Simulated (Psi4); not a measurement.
Psi4 input (wB97X-D/6-311+G**):

```
memory 1500 MB

molecule {
1 2
N    -0.00000000   -0.00000000   -0.55206952
N     0.00000000    0.00000000    0.55206952
symmetry c1
no_reorient
no_com
}

set {
  basis 6-311+G**
  reference uks
  scf_type pk
  dft_radial_points 99
  dft_spherical_points 590
  e_convergence 1e-8
  d_convergence 1e-7
  maxiter 150
}

e = energy('wb97x-d')
print_out(f'\nFINAL {e:.10f} DIPOLE {variable("CURRENT DIPOLE")[0]:.6f} {variable("CURRENT DIPOLE")[1]:.6f} {variable("CURRENT DIPOLE")[2]:.6f}\n')
```

From the last part of the output:

```
       1A    -15.018703     2A    -15.017239     3A     -1.643674
       4A     -1.004551     5A     -0.956572     6A     -0.956572

    Beta Virtual:

       7A     -0.644848     8A     -0.338046     9A     -0.338046
      10A     -0.085456    11A     -0.052918    12A     -0.051185
      13A     -0.051185    14A      0.001895    15A      0.031442
      16A      0.031442    17A      0.125337    18A      0.262589
      19A      0.460604    20A      0.488076    21A      0.488076
      22A      0.593351    23A      0.593351    24A      0.658449
      25A      0.661647    26A      0.973127    27A      1.354539
      28A      1.354539    29A      1.380733    30A      1.380733
      31A      1.842331    32A      1.842332    33A      2.196985
      34A      2.545321    35A      2.545321    36A      2.836091
      37A      3.357886    38A      3.357886    39A      3.634802
      40A      3.634802    41A      3.866476    42A      4.243323
      43A     34.704179    44A     35.906001

    Final Occupation by Irrep:
              A
    DOCC [     6 ]
    SOCC [     1 ]
    NA   [     7 ]
    NB   [     6 ]

  @UKS Final Energy:  -108.93256228892712

   => Energetics <=

    Nuclear Repulsion Energy =             23.4840743633428630
    One-Electron Energy =                -188.0682448742328177
    Two-Electron Energy =                  64.9725141985658894
    DFT Exchange-Correlation Energy =      -9.3209053514787410
    Empirical Dispersion Energy =          -0.0000006251243115
    VV10 Nonlocal Energy =                  0.0000000000000000
    Total Energy =                       -108.9325622889271159

  UHF NO Occupations:
  HONO-2 :    5  A 1.9999102
  HONO-1 :    6  A 1.9982733
  HONO-0 :    7  A 1.0000000
  LUNO+0 :    8  A 0.0017267
  LUNO+1 :    9  A 0.0000898
  LUNO+2 :   10  A 0.0000702
  LUNO+3 :   11  A 0.0000702

Computation Completed

Properties will be evaluated at   0.000000,   0.000000,   0.000000 [a0]

Properties computed using the SCF density matrix

 Multipole Moments:

 ------------------------------------------------------------------------------------
     Multipole            Electronic (a.u.)      Nuclear  (a.u.)        Total (a.u.)
 ------------------------------------------------------------------------------------

 L = 1.  Multiply by 2.5417464519 to convert [e a0] to [Debye]
 Dipole X            :          0.0000000            0.0000000            0.0000000
 Dipole Y            :          0.0000000            0.0000000            0.0000000
 Dipole Z            :          0.0000000            0.0000000            0.0000000
 Magnitude           :                                                    0.0000000

 ------------------------------------------------------------------------------------

FINAL -108.9325622889 DIPOLE 0.000000 0.000000 0.000000

*** Psi4 exiting successfully. Buy a developer a beer!
```

The dipole moment of an ion depends on the origin.
